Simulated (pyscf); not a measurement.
Single points on ωB97X-D3(BJ)/def2-SVP structures (PySCF, gas phase). MP2 and CC: frozen core, UHF for open shells. ΔMP2 is the change of the MP2 total energy from the triple- to the quadruple-zeta basis.

SMILES: BOCO
```xyz
9

B      0.3688     0.7723     0.6323
O     -0.4049     0.8510    -0.4722
C     -1.0252    -0.3015    -1.0199
O     -2.2842    -0.4963    -0.4833
H      0.6253    -0.3103     1.1181
H      0.7919     1.8114     1.0813
H     -0.4315    -1.1992    -0.7839
H     -1.0502    -0.1429    -2.1135
H     -2.8449     0.2434    -0.7490
```
Charge 0, spin multiplicity 1.

Q: How much does it cost (ΔH, 298 K, CCSD(T)/def2-TZVPP + ΔMP2(QZVPP)) to split `[BH2][O][CH2][OH]` at its C–O bond into H₂B–O• + •H₂C–OH?

A: C–O to H₂B–O• + •H₂C–OH: 3.56 eV. The radicals are drawn with the spin at the cut bond; how far it spreads was not checked. H₂B–O–CH₂–OH lies 1.96 eV over its isomer H₃C–O–BH–OH, and others may lie lower still (electronic energy, ωB97M-D3(BJ)). Other isomers of H₂B–O•, •H₂C–OH were not searched in full and may lie lower. The CCSD(T) − MP2 part came from Ansatz, without density fitting, on the same reference.
